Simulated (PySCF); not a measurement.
Structure problem from calculated spectra and properties.

Elements present: C, H, N and O. Monoisotopic mass: 85.0164 u.

- Polarisability: 46.5 au [wB97X-D/def2-SVPD]
- 1H NMR: chemical shifts (computed TMS as zero) by class: 7.99 (1 H), 4.93 (2 H) ppm [GIAO CAM-B3LYP/pcSseg-2]
- Couplings: largest of the computed one-bond spin–spin couplings (means over like bonds): 13C–1H +243.4, 13C–1H +160.3 (×2), 13C–13C +76.9, 17O–13C +43.0, 17O–13C +27.2, 17O–13C +19.3, 15N–13C -18.4 Hz [B3LYP/pcJ-1]
- Dipole: 3.52 D [wB97X-D/def2-SVPD]
- UV, strongest line: among the 10 lowest singlet transitions: S8 at 8.93 eV (139 nm, f = 0.201) [TDDFT wB97X-D/def2-SVPD]
- Triplet: lowest triplet excitation (Tamm–Dancoff): 5.48 eV [TDA wB97X-D/def2-SVPD]
- UV, first state: lowest singlet excitation: 6.01 eV (206 nm, f = 0.001) [TDDFT wB97X-D/def2-SVPD]
- Valence photoelectron: vertical ionisation energy: 11.75 eV [ΔSCF wB97X-D/def2-SVPD]
- Rotational structure: rotational constants A, B, C: 9.740, 2.133, 1.991 GHz [PBE0-D3(BJ)/def2-SVP]
- 13C NMR: chemical shifts (computed TMS as zero) by class: 169.4 (1 C), 124.1 (1 C), 46.0 (1 C) ppm [GIAO CAM-B3LYP/pcSseg-2]

Gas-phase values; electronic properties from PySCF, density fitting. Levels stand in brackets. Geometry: PBE0-D3(BJ)/def2-SVP, one conformer, isolated molecule. NMR classes are plain means over equivalent atoms (diastereotopic ones count apart unless rotation or inversion swaps them), as if these changed places fast.

Q: Which formula fits the mass and the elements?

A: C3H3NO2 (calculated 85.0164). No other formula that holds each of these elements comes within 0.0003 u with a fitting electron parity and a possible valence count.

Q: What is the compound? Reason from the data.

A: Numbering: `[N:1]#[C:2][CH2:3][O:4][CH:5]=[O:6]`. Its formula, C3H3NO2, gives 3 degrees of unsaturation: 0 rings and 3 π bonds in the structure found. 3 carbons fall into 3 classes; from least to most shielded: ester carbonyl carbon [C5] (169.4 ppm), nitrile carbon [C2] (124.1 ppm), sp3 carbon bound to oxygen [C3] (46.0 ppm). Hydrogen classes from least to most shielded: 1 H on an ester carbonyl carbon, C5 (7.99 ppm), 2 H on an sp3 carbon bound to oxygen, C3 (4.93 ppm, a mean of values up to 2.1 ppm apart in this geometry). The couplings run between: +243.4 Hz, ester carbonyl carbon [C5] and its hydrogen; +160.3 Hz, sp3 carbon bound to oxygen [C3] and its hydrogen (with 1 like pair); +76.9 Hz, nitrile carbon [C2] and sp3 carbon bound to oxygen [C3]; +43.0 Hz, ester single-bonded oxygen [O4] and ester carbonyl carbon [C5]; +27.2 Hz, ester carbonyl oxygen [O6] and ester carbonyl carbon [C5]; +19.3 Hz, ester single-bonded oxygen [O4] and sp3 carbon bound to oxygen [C3]; -18.4 Hz, nitrile nitrogen [N1] and nitrile carbon [C2]. The first electron is taken from the HOMO, whose largest Löwdin shares are 0.65 on the ester carbonyl oxygen, 0.12 on the ester carbonyl carbon, 0.08 on the ester single-bonded oxygen and 0.06 on the formyl hydrogen. The optimised geometry has point group C1 and is an asymmetric top. Structure: cyanomethyl formate (`N#CCOC=O`). Computed isomers that give other values at the same levels: `N#CCC(=O)O` (13C chemical shifts (computed TMS as zero) by class: 175.9 (1 C), 122.1 (1 C), 23.8 (1 C) ppm); `O=CO[C@@H]1C=N1` (lowest singlet excitation: 5.38 eV (230 nm, f = 0.000)). The assignments are read from this structure; whether some other isomer fits the data as well wasn't checked.

Conformer computed: `[N:1]#[C:2][CH2:3][O:4][CH:5]=[O:6]`: C2–C3–O4–C5 105°, C3–O4–C5–O6 1°.
